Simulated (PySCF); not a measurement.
Molecule: SMILES CCC(C)=S, C₄H₈S.

Bonds (- single, = double, # triple, : aromatic): C1-C2, C2-C3, C3-C4, C3=S5. C1 carries H6, H7, H8; C2 carries H9, H10; C4 carries H11, H12, H13.

Coordinates of the point at 0° (Å):
```xyz
13

C     1.654   -0.352   -0.116
C     0.593    0.541    0.513
C    -0.711    0.646   -0.216
C    -0.904   -0.105   -1.484
S    -1.902    1.578    0.388
H     2.547   -0.343    0.504
H     1.310   -1.380   -0.195
H     1.929    0.000   -1.108
H     0.990    1.555    0.628
H     0.377    0.191    1.527
H    -0.160    0.201   -2.221
H    -0.773   -1.174   -1.314
H    -1.898    0.075   -1.883
```

The dihedral C1–C2–C3–C4 is held at the listed angle and the rest relaxed with GFN2-xTB; GIAO PBE0/pcSseg-1 (PySCF 2.14, gas phase, non-relativistic), single atoms without averaging; energies are PBE0/pcSseg-1 single points on these structures.

δ = σ(ref) − σ, references computed at the same level: TMS for ¹³C, ¹H; ³³S against CS2.

Q: How do the shifts follow the torsion?

A: 
```tsv
angle (°)	E rel. (kcal/mol)	C1	C2	C4	S5	H7	H8	H9	H10
0	2.4	13.8	48.4	43.1	977	1.42	1.42	3.33	3.32
30	1.4	14.3	51.2	41.6	995	1.56	1.11	3.55	3.01
60	0.7	16.6	54.3	40.5	1008	1.52	1.09	3.41	3.03
90	0.6	21.1	50.9	43.2	978	1.33	1.31	3.09	3.21
120	0.9	21.9	47.0	47.6	953	1.03	1.92	2.71	3.28
150	0.4	17.4	46.9	46.2	942	0.78	2.25	2.57	3.27
180	0.0	16.3	47.7	43.9	966	1.44	1.41	2.87	2.98
210	0.4	17.6	46.6	46.5	948	2.20	0.79	3.26	2.57
240	1.0	21.9	47.0	47.5	953	1.92	1.03	3.28	2.71
270	0.6	21.0	51.1	43.0	975	1.30	1.31	3.21	3.08
300	0.7	16.6	54.3	40.6	1007	1.08	1.52	3.02	3.40
330	1.4	14.3	51.1	41.6	997	1.11	1.56	3.01	3.56
```

Q: Weight the points by Boltzmann factors at 298 K (these energies, one coordinate only). How far do the averages lie from the lowest point?

A: C1 18.0 (lowest point 16.3), C2 49.2 (lowest point 47.7), C4 44.1 (lowest point 43.9), S5 969 (lowest point 966), H7 1.40 (lowest point 1.44), H8 1.41 (lowest point 1.41), H9 3.02 (lowest point 2.87), H10 3.05 (lowest point 2.98) ppm. The lowest point, 180°, carries 25 % of the weight. A 30° grid can miss a minimum, and energy differences under about 1 kcal/mol are within the error of this level.
